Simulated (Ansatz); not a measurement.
# CH₄OSi (SMILES C=[SiH]O): energies and forces away from the minimum

The task here is to estimate one member of a computed series from the others.

The runs use Ansatz 0.2.0, Gaussian basis; single points with forces in def2-TZVPP.

Levels: PBE-D4, r2SCAN-D4, PBE0-D4, wB97M-V, Hartree-Fock, MP2, CCSD, CCSD(T). Each coordinate is moved by a Gaussian draw of the width named (0.7 of it for atoms other than hydrogen): 0.12, 0.12, 0.02, 0.04 Å.

Correlated methods freeze the cores.

6 further runs of the same task are left out: 6 set aside as unsound or not needed.

### The system as given

SMILES `C=[SiH]O`, 7 atoms, charge 0, spin multiplicity 1.

Atoms are counted from 1 here; the program's logs count them from 0.

Bond lengths: C1–Si2 1.746 Å, C1–H4 1.075 Å, C1–H5 1.074 Å, Si2–O3 1.626 Å, Si2–H6 1.454 Å, O3–H7 0.953 Å. Angles: Si2–C1–H4 122.5°, Si2–C1–H5 121.5°, H4–C1–H5 116.0°, C1–Si2–O3 120.4°, C1–Si2–H6 130.7°, O3–Si2–H6 108.9°, Si2–O3–H7 123.6°.

As a file:

```xyz
7
CH4OSi
C    -1.2369    0.2645   -0.5124
Si    0.3184    0.2146    0.2801
O     1.2956   -1.0724    0.0960
H    -1.5929   -0.5357   -1.1360
H    -1.8916    1.1100   -0.4111
H     0.9679    1.1786    1.1531
H     2.1395   -1.1596    0.5301
```

Set-up of the first run:

Input file relax/in.yaml:

```yaml
crystal:
  periodic: [false, false, false]
  atoms:
    - {symbol: C, position_ang: [-1.236900, 0.264480, -0.512400]}
    - {symbol: Si, position_ang: [0.318410, 0.214610, 0.280140]}
    - {symbol: O, position_ang: [1.295560, -1.072390, 0.096050]}
    - {symbol: H, position_ang: [-1.592920, -0.535720, -1.135980]}
    - {symbol: H, position_ang: [-1.891600, 1.109960, -0.411050]}
    - {symbol: H, position_ang: [0.967940, 1.178620, 1.153120]}
    - {symbol: H, position_ang: [2.139510, -1.159560, 0.530120]}
basis:
  gaussian: {orbitals: def2-TZVP}
hamiltonian: {xc: pbe0, dispersion: d4}
relax: {f_tol: 0.005, max_steps: 200}
```

No record of the launch command was kept for these runs.

Among the steps run: Finding the minimum; Reference energies at the minimum; Structure 1, width 0.12 Å; Structure 2, width 0.12 Å; Structure 3, width 0.02 Å; Structure 4, width 0.04 Å.

One table of the session follows, with a row left open; its other results are not shown here.

```
   method  RMS force component (eV/Å)  angle to CCSD(T) forces (°)  dipole (D)
   PBE-D4                       2.267                          4.7        2.05
r2SCAN-D4                       2.173                          3.0        2.13
  PBE0-D4                       2.154                          3.6        2.18
  wB97M-V                           ?                            ?           ?
  CCSD(T)                       2.202                    reference        2.16
```

Q: Estimate the row for wB97M-V from the others.

**Answer.** RMS force component (eV/Å): 2.139; angle to CCSD(T) forces (°): 4.5; dipole (D): 2.29. In the column «RMS force component (eV/Å)» it is the lowest.
